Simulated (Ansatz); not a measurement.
# ClH4Si: the cost of one run

Program: Ansatz 0.2.0. Level of theory: UKS BHLYP-D4/def2-mTZVP. These are calculated values, not measurements.

## Step 1: The structure to begin with

Bond lengths: Cl1–Si2 2.453 Å, Si2–H3 1.535 Å, Si2–H4 1.455 Å, Si2–H5 1.477 Å, Si2–H6 1.455 Å. Angles: Cl1–Si2–H3 42.2°, Cl1–Si2–H4 90.4°, Cl1–Si2–H5 148.0°, Cl1–Si2–H6 88.5°, H3–Si2–H4 109.8°, H3–Si2–H5 105.9°, H3–Si2–H6 112.6°, H4–Si2–H5 107.9°, H4–Si2–H6 113.2°, H5–Si2–H6 106.9°.

Coordinates:

```xyz
6

Cl    0.0866   -1.5943   -1.3001
Si    0.0251    0.3069    0.2484
H    -0.9719   -0.6582   -0.4071
H     0.6210    1.1639   -0.7654
H    -0.7714    1.1605    1.1534
H     1.0106   -0.3788    1.0708
```

## Step 2: Pulling towards end A

Springs on the bonds that form and break draw the guess towards this end; the thresholds are loose.

input.yaml

```yaml
crystal:
  periodic: [false, false, false]
  atoms:
    - { symbol: Cl, position_ang: [0.0866, -1.5943, -1.3001] }
    - { symbol: Si, position_ang: [0.0251, 0.3069, 0.2484] }
    - { symbol: H, position_ang: [-0.9719, -0.6582, -0.4071] }
    - { symbol: H, position_ang: [0.621, 1.1639, -0.7654] }
    - { symbol: H, position_ang: [-0.7714, 1.1605, 1.1534] }
    - { symbol: H, position_ang: [1.0106, -0.3788, 1.0708] }
magnetization:
  spin_polarized: true
  initial_magnetization: 1
basis:
  gaussian: { orbitals: def2-mTZVP }
hamiltonian:
  xc: { name: BHLYP }
  dispersion: d4
relax:
  f_tol: 0.15
  max_steps: 25
  restrain:
    - { distance: [0, 2], at: 2.63, k: 30.0 }
    - { distance: [1, 0], at: 2.13, k: 30.0 }
output:
  orbitals: {}
```

Started as:

```bash
ansatz run input.yaml --threads 2 --pin off --max-ram 3072MiB --backend cpu --events-out ev --progress --plain --runs-dir out
```

Q: Estimate wall time and peak memory on 2 threads of Intel Xeon Platinum 8488C (Sapphire Rapids), shared host.

About 9.3 s, with a peak of 0.15 GiB.
